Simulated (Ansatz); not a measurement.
**H2Si–B, doublet: vertical spin and charge gaps**

Geometry (PBE0/def2-TZVP stationary point for this spin, not checked as a minimum):

```xyz
4

Si   -0.0850    0.0000    0.4943
B     0.0885    0.0000   -1.4519
H     0.7098   -1.2068    0.8997
H     0.7098    1.2068    0.8997
```

Basis 6-31G; Ansatz 0.2.0. Only valence electrons are correlated (noble-gas cores frozen). R marks a restricted (for open shells ROHF) determinant, U an unrestricted one. Active spaces: valence = (9e, 10o) chosen from the atoms' valence shells.

Gaps are energies of the second state less the first, at fixed atoms, for a selection of the levels run; each method lands on the state that its own search finds for that charge and spin.

Unrestricted rows (U, and Kohn–Sham where it breaks symmetry) aren't spin-pure: their determinants' ⟨S²⟩ exceeds S(S+1) by up to 0.94, so they mix in states of higher spin, at the starting point too. HF rows are the lowest solutions found. Coupled cluster chose its determinant by trial CCSD, here up to 0.10 eV above the lowest Hartree–Fock solution of its kind, and MP2 stands on that determinant too. For open shells CISD and CISDTQ are restricted-active-space CI with the open shells as a complete middle space. A value is left out where its run failed or describes another state than the reference as far as symmetry and spin tell, or, spin-broken singlets apart, can't be checked.

Removing an electron, to the triplet: 8.219 eV at full CI (doublet A', triplet ion A', in Cs).

Large singles or doubles amplitudes warn of static correlation in the H2Si–B doublet.

```csv
level,gap (eV),error (meV),⟨S²⟩ where 0.1 over S(S+1) (first / second)
RHF,7.283,-936,– / –
UHF,7.633,-586,1.41 / –
RMP2,8.040,-179,– / –
UMP2,7.766,-453,1.20 / –
CISD,8.005,-214,– / –
RCCSD,8.126,-93,– / –
UCCSD,8.117,-102,1.20 / –
RCCSD(T),8.201,-18,– / –
UCCSD(T),8.177,-42,1.20 / –
BCCD(T),8.195,-24,– / –
RCCSDT,8.212,-7,– / –
UCCSDT,8.212,-7,1.20 / –
RCCSDT(Q),8.217,-2,– / –
UCCSDT(Q),8.221,2,1.20 / –
RCCSDTQ,8.219,0,– / –
UCCSDTQ,8.218,-1,1.20 / –
CASSCF (valence space),7.904,-315,– / –
NEVPT2 (valence space),8.121,-98,– / –
MRCISD (valence space),8.202,-17,– / –
MRCISD+Q (valence space),8.213,-6,– / –
PBE,8.699,480,– / –
r2SCAN,8.581,362,– / –
PBE0,8.617,398,– / –
B3LYP,8.719,500,– / –
wB97M-V,8.571,352,– / –
B2PLYP,8.397,178,0.90 / –
RPA-PBE,8.357,138,– / –
```

Q: PBE gives 8.663 eV for removing an electron, to the singlet. Estimate what full CI gives in 6-31G.

A: Full CI in 6-31G gives 8.141 eV, so against it PBE is off by 0.522 eV.

Large singles or doubles amplitudes warn of static correlation in the H2Si–B doublet and the H2Si–B⁺ singlet.

```csv
level,gap (eV),error (meV),⟨S²⟩ where 0.1 over S(S+1) (first / second)
UMP2,7.784,-357,1.20 / 0.94
UCCSD,8.080,-61,1.20 / 0.94
UCCSD(T),8.134,-7,1.20 / 0.94
BCCD(T),8.137,-4,– / –
UCCSDT(Q),8.145,4,1.20 / 0.94
RCCSDTQ,8.141,0,– / –
UCCSDTQ,8.141,0,1.20 / 0.94
MRCISD (valence space),8.124,-17,– / –
B3LYP,8.635,494,– / 0.78
B2PLYP,8.340,199,0.90 / 0.87
```

Quartet less doublet: 1.265 eV at full CI (doublet A', quartet A'', in Cs).

Large singles or doubles amplitudes warn of static correlation in the H2Si–B doublet.

```tsv
level	gap (eV)	error (meV)	⟨S²⟩ where 0.1 over S(S+1) (first / second)
RHF	0.064	-1201	– / –
UHF	0.463	-802	1.41 / –
RMP2	0.921	-344	– / –
UMP2	0.657	-608	1.20 / –
CISD	1.000	-265	– / –
RCCSD	1.153	-112	– / –
UCCSD	1.144	-121	1.20 / –
RCCSD(T)	1.242	-23	– / –
UCCSD(T)	1.218	-47	1.20 / –
BCCD(T)	1.234	-31	– / –
RCCSDT	1.259	-6	– / –
UCCSDT	1.258	-7	1.20 / –
CISDTQ	1.249	-16	– / –
RCCSDT(Q)	1.264	-1	– / –
UCCSDT(Q)	1.268	3	1.20 / –
RCCSDTQ	1.265	0	– / –
UCCSDTQ	1.265	0	1.20 / –
CASSCF (valence space)	1.240	-25	– / –
NEVPT2 (valence space)	1.256	-9	– / –
MRCISD (valence space)	1.264	-1	– / –
MRCISD+Q (valence space)	1.265	0	– / –
PBE	1.385	120	– / –
r2SCAN	1.088	-177	– / –
PBE0	1.163	-102	– / –
B3LYP	1.395	130	– / –
wB97M-V	1.359	94	– / –
B2PLYP	1.220	-45	0.90 / –
RPA-PBE	1.455	190	– / –
```

In so small a basis the reference is far from its limit while semilocal and hybrid functionals are nearer theirs (RPA and double hybrids share much of the reference's basis error), so the functionals' errors here hold much of the reference's basis and frozen-core error, which can add to them or hide them.

Full CI is exact within this basis and frozen core; it isn't the basis-set limit. The frozen core follows each run's orbitals, which can shift R against U totals by a few meV.
